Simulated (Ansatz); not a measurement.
Geometry optimisation, Ansatz, RHF/cc-pVDZ.

input.yaml

```yaml
crystal:
  periodic: [false, false, false]
  atoms:
    - { symbol: C, position_ang: [-0.30846, 0.59589, -1.14785] }
    - { symbol: C, position_ang: [-0.08615, -0.06263, 0.03772] }
    - { symbol: C, position_ang: [1.15378, -0.45015, 0.48789] }
    - { symbol: S, position_ang: [-1.52935, -0.76009, 0.88244] }
    - { symbol: H, position_ang: [0.50111, 0.79234, -1.83883] }
    - { symbol: H, position_ang: [-1.30221, 0.88815, -1.45632] }
    - { symbol: H, position_ang: [1.27955, -0.95966, 1.4324] }
    - { symbol: H, position_ang: [2.03869, -0.31017, -0.11896] }
    - { symbol: H, position_ang: [-1.58163, -1.91692, 0.20135] }
total_charge: 1
basis:
  gaussian: { orbitals: cc-pVDZ }
hamiltonian:
  xc: hf
relax:
  f_tol: 0.015
  max_steps: 40
```

Run as:

```bash
$ ansatz run input.yaml --threads 1 --pin off --max-ram 2048MiB --backend cpu --events-out ev --progress --plain --runs-dir out
```

Question: Where does it end, and by what steps?

Answer: The run converged. Limits of this set-up: the dipole of an ion depends on the origin. After 5 steps the energy has fallen by 0.236 eV; H8 moved furthest, 0.20 Å.

```csv
step,energy less start (eV),largest force component (eV/Å),accepted
0,0.0000,1.392,yes
1,-0.1202,1.096,yes
2,-0.1975,0.637,yes
3,-0.2228,0.302,yes
4,-0.2350,0.096,yes
5,-0.2361,0.012,yes
```

```xyz
9
Properties=species:S:1:pos:R:3
C -0.261 0.546 -1.154
C -0.142 -0.222 -0.013
C 1.147 -0.460 0.420
S -1.575 -0.742 0.937
H 0.615 0.881 -1.700
H -1.231 0.845 -1.535
H 1.343 -0.995 1.343
H 2.005 -0.111 -0.146
H -1.737 -1.925 0.327
```

Whether the end is a true minimum wasn't checked by a vibrational analysis.

Time of the run: 14 s on 1 thread of AMD EPYC 7R43 64-Core Processor (Zen 3) (shared host), peak memory 0.16 GiB.
